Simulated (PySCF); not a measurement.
Excitations are Tamm–Dancoff values on a coarser integration grid. The basis has no diffuse functions, so Rydberg states are missing or too high.

# CH₂F₂, SMILES `C(F)F` (charge 0, multiplicity 1)

Method: PySCF with PBE-D3(BJ)/def2-TZVP.

* **HOMO**: -8.10 eV
* **dipole moment**: 1.79 D
* **HOMO–LUMO gap**: 8.97 eV
* **LUMO**: 0.87 eV
* **S1 excitation (TDA)**: 9.13 eV
* **S1 oscillator strength**: 0.082
* **brightest of the four lowest singlets (TDA)**: 9.13 eV
* **T1 excitation (TDA)**: 8.62 eV
* **S1–T1 gap (TDA)**: 0.51 eV
* **vertical ionisation energy (Delta-SCF)**: 12.40 eV
* **total energy**: -238.8532 Ha
* **cost**: about 30 core-seconds (a rough figure)

Bonded distances (Å): F1–C2 1.370, C2–F3 1.370, C2–H4 1.102, C2–H5 1.102. Bond angles (°): F1–C2–F3 108.8, F1–C2–H4 108.6, F1–C2–H5 108.6, F3–C2–H4 108.6, F3–C2–H5 108.6, H4–C2–H5 113.5.
